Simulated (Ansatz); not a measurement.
Mulliken charges of `NBO` from PBE/def2-TZVPP in Ansatz (PBE0-D4/def2-TZVP geometry).

```tsv
atom	x (Å)	y (Å)	z (Å)	charge (e)
N1	-0.266	0.879	-0.055	-0.299
B2	-0.299	-0.523	-0.005	0.119
O3	0.815	-1.309	0.115	-0.273
H4	0.569	1.439	-0.008	0.140
H5	-1.106	1.421	-0.143	0.178
H6	-1.354	-1.085	-0.069	-0.036
H7	1.641	-0.822	0.164	0.171
```

Question: By hand: the dipole of these point charges (1 e Å = 4.8032 D).

Answer: Σ q r = (0.034, 0.385, -0.012) e Å, of length 0.387 e Å = 1.86 D.

Question: How does the dipole of the full density compare? (An estimate is asked.)

Answer: Computed: (0.208, 0.551, -0.004) e Å, 2.83 D; the point charges give 0.66 times that, at 16° from its direction.

Point charges leave out the atoms' own dipoles, such as those of lone pairs, and Mulliken's split depends on the basis, so the two needn't agree.
